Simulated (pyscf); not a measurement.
Structures and frequencies: ωB97X-D3(BJ)/def2-SVP in PySCF.

SMILES: C=Cc1ccccc1
```xyz
16

C      1.1013     0.6493    -2.4322
C      1.3173     0.0931    -1.2357
C      0.5913     0.3790     0.0240
C     -0.5142     1.2435     0.0853
C     -1.1633     1.4864     1.2934
C     -0.7232     0.8694     2.4683
C      0.3713     0.0059     2.4224
C      1.0192    -0.2357     1.2101
H      1.7015     0.3611    -3.2996
H      0.3300     1.4076    -2.5978
H      2.1145    -0.6547    -1.1453
H     -0.8762     1.7305    -0.8237
H     -2.0229     2.1623     1.3200
H     -1.2350     1.0613     3.4156
H      0.7235    -0.4837     3.3348
H      1.8774    -0.9144     1.1789
```

**Question.** What is the homolytic dissociation enthalpy (298 K, ωB97M-D3(BJ)/def2-TZVP) of the C–H bond of cyclic C₈H₈ (SMILES C=Cc1ccccc1), to cyclic C₈H₇ (SMILES [CH]=Cc1ccccc1) [doublet] + H•?

**Answer.** C–H to cyclic C₈H₇ (SMILES [CH]=Cc1ccccc1) [doublet] + H•: 4.85 eV. The 7 functionals that were run give +4.60 (r²SCAN) to +4.85 eV (ωB97M-D3(BJ)/def2-TZVP). The radicals are drawn with the spin at the cut bond; how far it spreads was not checked. Other isomers of cyclic C₈H₇ (SMILES [CH]=Cc1ccccc1) [doublet] were not searched in full and may lie lower.
